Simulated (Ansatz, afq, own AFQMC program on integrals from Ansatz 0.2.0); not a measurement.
NH₃ + SiH, doublet in cc-pVTZ along one coordinate

| atom | x (Å) | y (Å) | z (Å) |
| --- | --- | --- | --- |
| N | -1.7663 | 0.0200 | -0.0192 |
| H | -2.0636 | 0.9878 | -0.0192 |
| H | -2.0636 | -0.3823 | 0.8610 |
| H | -0.7538 | 0.0200 | -0.0192 |
| Si | 1.0057 | 0.0200 | -0.0192 |
| H | 1.4022 | -1.4595 | -0.0192 |

A hydrogen atom is moved from one rigid fragment to the other; the N1–H4 distance tells how far. The two fragments are held close together, so this isn't a minimum-energy path and the start is a compressed complex. Energies in eV count from this geometry (1.012 Å) at the same level; the start stands on UHF, each point on the determinant named.

Basis cc-pVTZ. Noble-gas cores (and the filled d shells of Ga–Kr and In–Xe) are frozen. AFQMC by an in-house program on the Cholesky factors that Ansatz 0.2.0 writes for its CCSD(T) run. The CISD trial takes its coefficients from CCSD amplitudes. Released means that phaseless walkers are propagated on without the constraint, phases kept. Error bars are statistical, one sigma.

Cautions, each for one point or more: an unrestricted solution with more broken spin lies lower; higher spins were not checked; strong correlation; unrestricted determinant slightly spin contaminated; unrestricted determinant spin contaminated; walk and cluster series may follow different spin states.

```csv
r(N1–H4) / Å,det.,T1,weight,⟨S²⟩,CCSD(T),ph-AFQMC/CISD,released AFQMC,CCSD,r2SCAN
1.104,UHF,0.026,0.84,0.80,0.234,0.218 ± 0.016,0.236 ± 0.014,0.260,0.162
1.149,UHF,0.036,0.83,0.84,0.433,0.403 ± 0.016,–,0.476,0.324
1.195,UHF,0.053,0.79,0.97,0.679,0.654 ± 0.015,–,0.746,0.527
1.241,UHF¶,0.064,0.76,1.26,0.968,0.915 ± 0.017,0.880 ± 0.025*,1.059,0.759
1.332,UHF¶,0.076,0.74,0.78,1.470,1.460 ± 0.016,–,1.614,1.235§
```

Weight is that of the determinant in the CISD state; at the start T1 is 0.022 and the weight 0.85, and ⟨S²⟩ is 0.79. ¶ marks points with a poor determinant and no full CI, where no value is sure; they don't count among the departures. An asterisk marks released energies that aren't shown to be converged. Symmetry can't show for every point that it stays on the start's state. A dash marks a missing value, a released energy that hasn't settled or a functional that sits on another state. § marks a functional whose ⟨S²⟩ is too high by over 0.1. Largest departures from phaseless AFQMC with a CISD trial: CCSD(T) 0.030 eV at 1.149 (on UHF) (within the noise), CCSD 0.092 eV at 1.195 (on UHF). The walk's constraint bias lies outside its error bars, so these are departures and not errors. The functionals aren't scored here.

Some points may be missing: those where a free walk finds a much lower state, and past Zn most of those on another determinant than at the start.
